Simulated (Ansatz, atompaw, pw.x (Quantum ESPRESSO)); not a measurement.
W: does the PAW (atompaw) potential hold in the solid?

| Item | Value |
| --- | --- |
| Element | W (Z = 74) |
| Generator | atompaw 4.2.0.5 |
| Type | PAW |
| Functional | PBE |
| Relativity | scalar-relativistic |
| Frozen core | [Kr] 4d10 4f14 |
| Valence charge | 14 |
| Reference configuration | 5s2 5p6 5d4 6s2 6p0 |
| Partial waves | 5s (bound); 6s (bound); 5p (bound); 6p (bound, empty); 5d (bound); 5d channel at 0.4 Ry |
| Local potential | ultrasoft scheme with l = 3 at 0 Ry, radius 2.25 bohr |
| Core correction | smooth core density matched at 1.50 bohr |
| Augmentation charge | besselshape compensation charge, radius 2.20 bohr; PAW radius 2.70 bohr; waves and projectors: bloechl |

Crystal test: bcc W in pw.x 7.5, no spin, 14³ k-points, Fermi–Dirac smearing 0.01 Ry, cutoffs 45/450 Ry. The reference is all-electron LAPW (Ansatz 0.2.0) with the same functional, mesh and smearing; V0 and B0 come from Birch–Murnaghan fits to the pressures at five volumes. Errors are pseudo minus all-electron; Δ is the rms difference of the E(V) curves that follow from these fits, minima aligned, over ±6 % about the mean V0. Mesh and smearing are coarse, so the numbers serve the comparison and aren't converged zero-temperature values; the lattice is a test structure that the element need not adopt.

| V (Å³/atom) | P all-electron (GPa) | P pseudo (GPa) |
| --- | --- | --- |
| 15.323 | 17.51 | 16.89 |
| 15.727 | 8.35 | 7.75 |
| 16.130 | 0.30 | -0.29 |
| 16.533 | -6.79 | -7.36 |
| 16.936 | -13.02 | -13.57 |

All-electron: a0 = 3.184 Å (V0 = 16.15 Å³/atom), B0 = 300.6 GPa.

Pseudopotential: mean pressure error (GPa): -0.59; a0 (Å): 3.182; a0 error (%): -0.07; B0 error (%): +0.6; Δ (meV/atom): 2.1.

At the middle volume, how do free energy and pressure move when the wave cutoff is lowered (ecutrho held at 450 Ry)?

| cutoff (Ry) | shift of F (meV/atom) | shift of P (GPa) |
| --- | --- | --- |
| 20 | +981.8 | -46.23 |
| 27 | +88.1 | -5.35 |
| 36 | +5.1 | -0.36 |

Input at the middle volume:

```
&control
  calculation='scf', prefix='x', pseudo_dir='./', outdir='./tmp', tstress=.true., disk_io='none'
/
&system
  ibrav=0, nat=1, ntyp=1, ecutwfc=45, ecutrho=450, nbnd=15,
  occupations='smearing', smearing='fd', degauss=0.01
/
&electrons
  conv_thr=1e-09, mixing_beta=0.4, electron_maxstep=70
/
ATOMIC_SPECIES
W 1.0 W.UPF
CELL_PARAMETERS angstrom
  -1.59168867 1.59168867 1.59168867
  1.59168867 -1.59168867 1.59168867
  1.59168867 1.59168867 -1.59168867
ATOMIC_POSITIONS crystal
W 0.0000 0.0000 0.0000
K_POINTS automatic
14 14 14 0 0 0
```

```bash
pw.x < W.scf.in > W.scf.out
```

Lines of the output:

```
Message from routine setup:
     using ibrav=0 with symmetry is DISCOURAGED, use correct ibrav instead
     lattice parameter (alat)  =       5.2098  a.u.
     unit-cell volume          =     108.8506 (a.u.)^3
     number of electrons       =        14.00
     number of Kohn-Sham states=           15
     kinetic-energy cutoff     =      45.0000  Ry
     charge density cutoff     =     450.0000  Ry
     scf convergence threshold =      1.0E-09
     Exchange-correlation= SLA PW PBX PBC
     number of k points=   104  Fermi-Dirac smearing, width (Ry)=  0.0100
     iteration #  1     ecut=    45.00 Ry     beta= 0.40
     total energy              =    -760.25500956 Ry
     estimated scf accuracy    <       0.04668460 Ry
     iteration #  2     ecut=    45.00 Ry     beta= 0.40
     total energy              =    -760.25979275 Ry
     estimated scf accuracy    <       0.00558063 Ry
     iteration #  3     ecut=    45.00 Ry     beta= 0.40
     total energy              =    -760.26166368 Ry
     estimated scf accuracy    <       0.00082516 Ry
     iteration #  4     ecut=    45.00 Ry     beta= 0.40
     total energy              =    -760.26168616 Ry
     estimated scf accuracy    <       0.00002733 Ry
     iteration #  5     ecut=    45.00 Ry     beta= 0.40
     total energy              =    -760.26169148 Ry
     estimated scf accuracy    <       0.00000106 Ry
     iteration #  6     ecut=    45.00 Ry     beta= 0.40
     total energy              =    -760.26169158 Ry
     estimated scf accuracy    <          8.2E-09 Ry
     iteration #  7     ecut=    45.00 Ry     beta= 0.40
     the Fermi energy is    21.4537 ev
!    total energy              =    -760.26169158 Ry
     estimated scf accuracy    <          6.1E-10 Ry
     smearing contrib. (-TS)   =      -0.00240122 Ry
     The total energy is F=E-TS. E is the sum of the following terms:
     one-electron contribution =     -11.16880135 Ry
     hartree contribution      =      19.76841717 Ry
     xc contribution           =     -19.83634088 Ry
     ewald contribution        =    -118.57114108 Ry
     one-center paw contrib.   =    -630.45142422 Ry
     convergence has been achieved in   7 iterations
          total   stress  (Ry/bohr**3)                   (kbar)     P=       -2.91
     Message from routine punch:
     Nothing written, as per user request (disk_io='none')
```

The run at the middle volume (104 k-points, 7 iterations) took about 6.8 s on one core of a shared host (AMD EPYC 9R45 96-Core Processor, 96 threads, 376 GiB, load 18).
